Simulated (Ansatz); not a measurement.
Species: CH$_{2}$F$_{2}$, SMILES `FCF` (charge 0, multiplicity 1).

Task: Give a relaxed geometry from B3LYP-D3(BJ)/def2-TZVP (Ansatz, a first-principles code).

Result: the end point of this relaxation (outside a Z-matrix the atoms follow the SMILES, hydrogens last).
Bonds (Å): F1–C2 1.362, C2–F3 1.362, C2–H4 1.091, C2–H5 1.091. Bond angles (°): F1–C2–F3 108.6, F1–C2–H4 108.7, F1–C2–H5 108.7, F3–C2–H4 108.7, F3–C2–H5 108.7, H4–C2–H5 113.4.
